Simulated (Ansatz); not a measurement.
Mulliken charges of CCl$_{3}$F, SMILES `FC(Cl)(Cl)Cl` from ωB97M-V/def2-TZVPP in Ansatz (PBE0-D4/def2-TZVP geometry).

| atom | x (Å) | y (Å) | z (Å) | charge (e) |
| --- | --- | --- | --- | --- |
| F1 | 0.922 | -0.835 | 0.669 | -0.114 |
| C2 | 0.055 | -0.055 | 0.025 | 0.127 |
| Cl3 | -1.374 | 0.143 | 1.033 | -0.004 |
| Cl4 | -0.370 | -0.829 | -1.497 | -0.004 |
| Cl5 | 0.818 | 1.503 | -0.271 | -0.004 |

Task: By hand: the dipole of these point charges (1 e Å = 4.8032 D).

Result: Σ q r = (-0.094, 0.085, -0.070) e Å, of length 0.145 e Å = 0.70 D.

Task: How does the dipole of the full density compare? (Estimate.)

Result: Ansatz gave: (-0.054, 0.049, -0.040) e Å, 0.40 D; the point charges give 1.75 times that, at 0° from its direction.

Point charges leave out the atoms' own dipoles, such as those of lone pairs, and Mulliken's split depends on the basis, so the two needn't agree.
